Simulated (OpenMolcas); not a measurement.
# A ladder of methods for SiH4S (Si(SH)H3)

The species is SiH4S (6 atoms), meant as a singlet with charge 0. As SMILES, `[H][Si]([H])([H])S`. The coordinates come from a GFN2-xTB relaxation.

```xyz
6

Si    0.2012   -0.0145   -0.5446
S     0.2537    0.0198    1.6015
H    -1.0568    0.0599    1.7952
H     1.6060   -0.0207   -0.9100
H    -0.5032    1.1806   -0.9902
H    -0.5009   -1.2251   -0.9520
```

Each level gives the energy change with the Si1–H4 bond stretched from 1.452 to 1.814 Å (eV). The values are calculated.

```
                     level                   kind     program  value (eV)  less FCI/STO-3G  CPU time (all runs)
    HF/STO-3G (restricted)           Hartree–Fock  OpenMolcas        1.49            +0.40                3.1 s
 SVWN5/STO-3G (restricted)                    LDA  OpenMolcas        1.09             0.00                8.1 s
 B3LYP/STO-3G (restricted)          global hybrid  OpenMolcas        1.14            +0.05                9.8 s
M06-2X/STO-3G (restricted)        hybrid meta-GGA  OpenMolcas        1.24            +0.15                 11 s
  PBE0/STO-3G (restricted)          global hybrid  OpenMolcas        1.18            +0.09                9.5 s
   MP2/STO-3G (restricted)    perturbation theory  OpenMolcas        1.27            +0.18                3.3 s
  ACPF/STO-3G (restricted)  coupled cluster or CI  OpenMolcas        1.08            -0.01                3.5 s
                FCI/STO-3G     exact in the basis  OpenMolcas        1.09             0.00              1.7 min
```

FCI/STO-3G is exact within its basis and frozen core, so for wave-function methods in that basis the difference is their error; functionals converge differently with the basis, so for them it is only a difference. The first shape isn't each level's own minimum. The values span 1.08 to 1.49 eV. All rows use very small basis sets, so even the best lies far from the true value. CPU times are rough (shared hosts, several kinds of processor): they show what a rung costs within a factor of a few.
